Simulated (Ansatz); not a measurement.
in.yaml

```yaml
crystal:
  periodic: [false, false, false]
  atoms:
    - {symbol: Sb, position_ang: [0.000000, -0.027017, 0.000000]}
    - {symbol: H, position_ang: [0.000000, 1.631831, -2.909699]}
    - {symbol: H, position_ang: [0.000000, 1.631831, 2.909699]}
basis:
  gaussian: {orbitals: def2-SVP}
total_charge: 1
magnetization: {spin_polarized: false, initial_magnetization: 2}
correlation: {method: fci, electrons: outside_noble_gas}
```

```sh
$ ansatz run in.yaml --threads 1 --pin off --events-out ev --progress --plain --max-ram 2393MiB
```

Roughly how long does this take on 1 thread of Intel Xeon, shared host, and how much host memory?

88 s wall and 0.3 GiB.

```
725 factors; integrals over basis functions are off by at most 6.4e-8 eV
mean field evaluation 1: about -6524.2834 eV, gradient 7.7e0 eV
mean field evaluation 2: about -6524.2946 eV, gradient 7.7e0 eV
mean field evaluation 4: about -6525.1245 eV, gradient 1.7e0 eV
mean field evaluation 8: about -6525.3044 eV, gradient 8.0e-1 eV
mean field evaluation 16: about -6525.3336 eV, gradient 1.7e-2 eV
mean field evaluation 32: about -6526.7208 eV, gradient 5.9e-7 eV
mean field evaluation 64: about -6527.7758 eV, gradient 3.7e-2 eV
mean field evaluation 96: about -6527.7178 eV, gradient 1.4e-6 eV
mean field evaluation 128: about -6527.6142 eV, gradient 4.9e-1 eV
mean field evaluation 160: about -6525.3799 eV, gradient 5.6e-1 eV
mean field evaluation 192: about -6527.6497 eV, gradient 2.9e0 eV
mean field evaluation 224: about -6526.2968 eV, gradient 4.5e0 eV
mean field evaluation 256: about -6525.3335 eV, gradient 4.5e-2 eV
mean field -6527.77799515 eV, -239.8914166350 hartree, gradient 2.5e-6 eV, S^2 2.000000; 17 other end points of the search recorded, 0 dependent functions left out
mean field evaluation 288: about -6529.1816 eV, gradient 9.6e-2 eV
determinant -6527.77799515 eV, -239.8914166350 hartree, with singles and doubles -6529.73175801 eV, -239.9632160956 hartree
determinant -6527.71780823 eV, -239.8892048063 hartree, with singles and doubles -6529.69371690 eV, -239.9618181106 hartree
determinant -6527.60479209 eV, -239.8850515400 hartree, with singles and doubles -6529.61378253 eV, -239.9588805769 hartree
determinant -6525.33361928 eV, -239.8015874786 hartree, with singles and doubles -6530.61445237 eV, -239.9956545153 hartree
determinant -6527.77799515 eV, -239.8914166350 hartree, with singles and doubles -6529.73483213 eV, -239.9633290677 hartree
determinant -6527.71780823 eV, -239.8892048063 hartree, with singles and doubles -6529.70061892 eV, -239.9620717553 hartree
determinant -6527.60479209 eV, -239.8850515400 hartree, with singles and doubles -6529.62663091 eV, -239.9593527461 hartree
determinant -6525.33361928 eV, -239.8015874786 hartree, with singles and doubles -6530.54366788 eV, -239.9930532331 hartree
determinant -6525.33361928 eV, -239.8015874786 hartree, with singles and doubles -6530.65106417 eV, -239.9969999739 hartree
unrestricted determinant -6529.18162397 eV, -239.9429990425 hartree, S^2 2.9651
9 core orbitals not correlated: weight in the atoms' cores, before any rotation towards them, 1.000 or more for the frozen orbitals, at most 0.000 for the correlated occupied ones
reference -6527.77799515 eV, -239.8914166350 hartree; 4, 2 occupied and 23, 25 virtual orbitals, 725 factors
state -6531.07455074 eV, -240.0125628185 hartree
9 core orbitals not correlated: weight in the atoms' cores, before any rotation towards them, 1.000 or more for the frozen orbitals, at most 0.000 for the correlated occupied ones
state -6531.07866679 eV, -240.0127140804 hartree
Total energy: -6531.07866679 eV, -240.0127140804 hartree
```

Natural occupations: 1.9382 1.1711 1.0051 0.9903 0.4707 0.3759 0.0088 0.0084 0.0079 0.0067 0.0067 0.0028 0.0024 0.0023 0.0022 0.0001 0.0000 0.0000 0.0000 0.0000 0.0000 0.0000 0.0000 0.0000.
